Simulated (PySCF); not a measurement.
Structure with atom numbers: `[CH3:1][C:2]([CH3:3])([CH3:4])[C:5]#[N:6]`. Each H is labelled by its parent atom.

PySCF 2.14.0 with density-fitted response routines calculation with geometry: PBE0-D3(BJ)/def2-TZVP and GIAO B97-2/pcSseg-2 shieldings; relativity neglected, in vacuum, one conformer, fast rotation and ring inversion assumed for equivalent nuclei.

Shifts are taken against calculated references (same method and geometry level): 13C (σref 185.38) and 1H (σref 31.64) against TMS; 15N (σref 261.75) against NH3.

```tsv
atoms	nucleus	count	δ (ppm)
N6	15N	1	283.7
C1/C3/C4	13C	3	?
C2	13C	1	30.8
H(C1)/H(C3)/H(C4)	1H	9	?
C5	13C	1	131.1
```

Task: Complete the table.

Result: 
- C1/C3/C4: 31.0 ppm, methyl carbon; a saturated carbon with 1 carbon neighbour and no heteroatom attached
- H(C1)/H(C3)/H(C4): 1.27 ppm, hydrogen on a methyl carbon

Shifts are as computed. Against solution values, carbons near 30 ppm lie about +3 ppm off and those near 130 ppm about +7 ppm. Of 1211 compounds with measured shifts, 218 miss one by over three times the rms of a fit or turn the order of signals round; such compounds aren't used in these exercises. Experimental scales use liquid or dissolved standards, which lie at an offset from isolated NH3 (liquid NH3: subtract about 20 ppm). Unscaled 15N shifts of sp2 nitrogen come out 20 to 40 ppm too high even then.
